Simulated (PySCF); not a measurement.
**Spin-rotation constants: SMILES O(C=C)C1CC1, C5H8O**

Geometry (Å), atoms numbered from 1 in this order:
```xyz
14

C    -0.792   -2.288    1.933
C    -0.909   -1.029    1.540
O     0.035   -0.438    0.765
C    -0.132    0.859    0.284
C    -1.303    1.762    0.522
C    -1.091    1.157   -0.836
H    -1.538   -2.739    2.557
H     0.053   -2.885    1.645
H    -1.759   -0.425    1.832
H     0.846    1.326    0.235
H    -2.148    1.426    1.102
H    -1.087    2.811    0.660
H    -1.761    0.364   -1.131
H    -0.767    1.784   -1.651
```

Computed, not measured: PySCF 2.14.0, GIAO B3LYP/pcSseg-1 magnetisability, rotational g tensor and spin-rotation constants, non-relativistic, gas phase. Geometry: GFN2-xTB, dihedral held. The dihedral C5–C4–O3–C2 is held at 0°.

(1) Give the nuclear spin-rotation constants along the inertial axes (H = +C I·J) beside the isotropic shieldings.

## Answers

(1) Rotational constants 10.4356, 2.0874, 1.9915 GHz. A star marks the isotopologue with that one atom substituted, in its own axes.
```tsv
atom	isotope	Caa (kHz)	Cbb (kHz)	Ccc (kHz)	mean (kHz)	σ (ppm)
H7	1H	-0.397	0.013	-0.235	-0.206	27.8
H8	1H	-0.785	0.111	-0.232	-0.302	27.3
H9	1H	-0.816	0.152	-0.224	-0.296	25.7
H10	1H	-1.028	-0.048	-0.069	-0.382	28.0
H11	1H	-0.907	-0.002	-0.233	-0.381	30.5
H12	1H	-0.468	-0.224	-0.137	-0.276	31.5
H13	1H	-0.988	-0.245	-0.015	-0.416	31.4
H14	1H	-0.269	-0.178	-0.212	-0.220	31.4
C1	13C*	2.642	0.816	0.279	1.246	88.5
C2	13C*	3.406	1.072	0.435	1.638	29.3
O3	17O*	-2.419	-0.270	-0.161	-0.950	216.7
C4	13C*	1.242	0.545	0.482	0.756	124.6
C5	13C*	0.990	0.350	0.217	0.519	179.8
```
For the geometry as given, no vibrational averaging.
